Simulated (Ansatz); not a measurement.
# Worked example: a bond strength in C2H5Al (SMILES C=[CH][AlH2])

The species is C2H5Al (8 atoms), meant as a singlet with charge 0. As SMILES, `C=[CH][AlH2]`. The shape was relaxed beforehand at r2SCAN/def2-SVP.

```jsonl
{"atom": "C", "x (Å)": "-1.0395", "y (Å)": "0.8366", "z (Å)": "-0.3600"}
{"atom": "C", "x (Å)": "0.1999", "y (Å)": "0.6445", "z (Å)": "0.1375"}
{"atom": "Al", "x (Å)": "0.9394", "y (Å)": "-1.1502", "z (Å)": "0.2646"}
{"atom": "H", "x (Å)": "-1.6625", "y (Å)": "-0.0011", "z (Å)": "-0.7043"}
{"atom": "H", "x (Å)": "-1.5005", "y (Å)": "1.8307", "z (Å)": "-0.4524"}
{"atom": "H", "x (Å)": "0.7409", "y (Å)": "1.5497", "z (Å)": "0.4548"}
{"atom": "H", "x (Å)": "2.3960", "y (Å)": "-1.4210", "z (Å)": "0.8432"}
{"atom": "H", "x (Å)": "0.0182", "y (Å)": "-2.3463", "z (Å)": "-0.2392"}
```

Wanted: the dissociation energy of the H8–Al3 bond into doublet H and doublet C2H4Al (shapes relaxed at r2SCAN/def2-SVP, no zero-point term). 1 Eh = 2625.50 kJ/mol = 27.2114 eV. Totals in Eh; open shells run unrestricted unless said.

| level | program | C2H5Al | doublet H | doublet C2H4Al |
| --- | --- | --- | --- | --- |
| HF/def2-TZVP | Ansatz | -320.560995 | -0.499810 | -319.951498 |
| r2SCAN/def2-TZVP | Ansatz | -321.555040 | -0.499927 | -320.919954 |
| B3LYP/def2-TZVP | Ansatz | -321.670227 | -0.502154 | -321.028308 |

Task: Work out the dissociation energy at each level.

Result: 
1. HF/def2-TZVP: (-0.499810) + (-319.951498) − (-320.560995) = 0.109687 Eh = 288.0 kJ/mol = 2.98 eV.
2. r2SCAN/def2-TZVP: (-0.499927) + (-320.919954) − (-321.555040) = 0.135159 Eh = 354.9 kJ/mol = 3.68 eV.
3. B3LYP/def2-TZVP: (-0.502154) + (-321.028308) − (-321.670227) = 0.139765 Eh = 367.0 kJ/mol = 3.80 eV.

The levels span 288 to 367 kJ/mol; no measured value is set beside them. Hartree–Fock lacks the correlation of the bonding electrons, so it comes out low. A bond enthalpy at 298 K also holds the loss of zero-point energy and thermal terms.
